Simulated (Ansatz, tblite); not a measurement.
# The cluster BaSe2−: rung by rung

An exercise on one series of results from a longer session: the logs are not shown, and one member is left open.

Method: as each input shows; program: Ansatz 0.2.0, Gaussian basis.

The runs, in order: GFN1-xTB, GFN2-xTB, PBE-D4/def2-TZVPD, r2SCAN-D4/def2-TZVPD, B97M-V/def2-TZVPD, HF/def2-TZVPD, BLYP-D4/def2-TZVPD, revPBE-D4/def2-TZVPD, BHLYP-D4/def2-TZVPD, PBE+5HF/def2-TZVPD, PBE+10HF/def2-TZVPD, PBE+15HF/def2-TZVPD, PBE+35HF/def2-TZVPD, PBE+50HF/def2-TZVPD, PBE-D4/def2-SVPD, PBE0-D4/def2-SVPD, CCSD(T)/def2-SVPD, MP2/def2-TZVPD, RPA/def2-TZVPD.

1 further run of the same task is left out (set aside as unsound or not needed). Runs told in other sessions of the task aren't counted.

## The relaxed structure

The doublet was relaxed beforehand with PBE-D4/def2-TZVPD. At that level it is the lowest of the isomers that a small search found.

3 atoms, charge -1, spin multiplicity 2.

Bond lengths: Ba1–Se2 2.853 Å, Ba1–Se3 2.853 Å. Angles: Se2–Ba1–Se3 179.8°.

Ba takes a core potential in the def2 sets. No spin-orbit coupling is included. The ion is computed in the gas phase, without counter-ions or solvent.

PBE0-D4/def2-TZVPD was run before; its log isn't repeated, and its numbers join the tables.

The first run:

Tight binding, by tblite at 300 K electronic temperature and without a spin-polarisation term:

```python
tblite.interface.Calculator('GFN1-xTB', numbers, positions, charge=-1, uhf=1).singlepoint()
```

Tight binding, by tblite at 300 K electronic temperature and without a spin-polarisation term:

```python
tblite.interface.Calculator('GFN2-xTB', numbers, positions, charge=-1, uhf=1).singlepoint()
```

start.molden holds the orbitals of an earlier run on this state, given as this run's starting guess.

Input file in.yaml:

```yaml
crystal:
  periodic: [false, false, false]
  atoms:
    - {symbol: Ba, position_ang: [0.003128, -0.000251, -0.000023]}
    - {symbol: Se, position_ang: [-0.230765, -2.841233, -0.125302]}
    - {symbol: Se, position_ang: [0.227637, 2.841484, 0.125325]}
basis:
  gaussian: {orbitals: def2-TZVPD, initial_orbitals: start.molden}
total_charge: -1
magnetization: {spin_polarized: true, initial_magnetization: 1}
hamiltonian: {xc: pbe, dispersion: d4}
scf: {omitted_lower_state_checks: [starts]}
output: {orbitals: {seedname: orbitals}}
```

Run with:

```bash
ansatz run in.yaml --threads 4 --pin off --events-out ev --progress --plain --max-ram 3916MiB
```

Among the steps run: PBE-D4/def2-TZVPD; r2SCAN-D4/def2-TZVPD; B97M-V/def2-TZVPD; HF/def2-TZVPD; BLYP-D4/def2-TZVPD; revPBE-D4/def2-TZVPD; BHLYP-D4/def2-TZVPD; PBE+5HF/def2-TZVPD; PBE+10HF/def2-TZVPD; PBE+15HF/def2-TZVPD; PBE+35HF/def2-TZVPD; PBE+50HF/def2-TZVPD; PBE-D4/def2-SVPD; PBE0-D4/def2-SVPD; CCSD(T)/def2-SVPD; MP2/def2-TZVPD; RPA/def2-TZVPD.

One table of the session follows, with a row left open; its other results are not shown here.

It belongs to the step «Levels side by side». 

| level | HOMO (eV) | LUMO (eV) | gap (eV) |
| --- | --- | --- | --- |
| HF/def2-TZVPD | -2.72 | 2.98 | 5.70 |
| PBE-D4/def2-SVPD | -0.64 | -0.10 | 0.54 |
| PBE-D4/def2-TZVPD | -0.64 | -0.05 | 0.60 |
| revPBE-D4/def2-TZVPD | -0.59 | 0.02 | 0.62 |
| BLYP-D4/def2-TZVPD | ? | ? | ? |
| r2SCAN-D4/def2-TZVPD | -0.81 | 0.04 | 0.85 |
| B97M-V/def2-TZVPD | -0.85 | 0.07 | 0.92 |
| PBE0-D4/def2-SVPD | -1.57 | 0.42 | 1.99 |
| PBE0-D4/def2-TZVPD | -1.57 | 0.49 | 2.06 |
| BHLYP-D4/def2-TZVPD | -1.97 | 1.10 | 3.06 |
| PBE+5HF/def2-TZVPD | -0.83 | 0.06 | 0.89 |
| PBE+10HF/def2-TZVPD | -1.01 | 0.17 | 1.18 |
| PBE+15HF/def2-TZVPD | -1.20 | 0.27 | 1.47 |
| PBE+35HF/def2-TZVPD | -1.91 | 0.70 | 2.61 |
| PBE+50HF/def2-TZVPD | -2.15 | 1.04 | 3.19 |

Estimate the missing values for BLYP-D4/def2-TZVPD.

**Answer.** HOMO (eV): -0.50; LUMO (eV): 0.05; gap (eV): 0.54. In the column «HOMO (eV)» it is the highest.
